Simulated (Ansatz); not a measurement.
## Ansatz (development build ahead of 0.2.0) run

```yaml
crystal:
  periodic: [false, false, false]
  atoms:
    - { symbol: Si, position_ang: [0.0, 0.0, 0.0] }
    - { symbol: S, position_ang: [1.02761, 1.37014, 2.96645] }
basis:
  gaussian: { orbitals: STO-3G }
total_charge: 1
magnetization:
  initial_magnetization: 3
hamiltonian:
  xc: hf
correlation:
  method: fci
  frozen_orbitals: { S: 5, Si: 5 }
```

The input is written out in the form of the current development build from the run's settings.

The run gave:

```yaml
Converged: yes
Total_energy: -678.50538 hartree
State: lowest quartet root, of any spatial symmetry
```
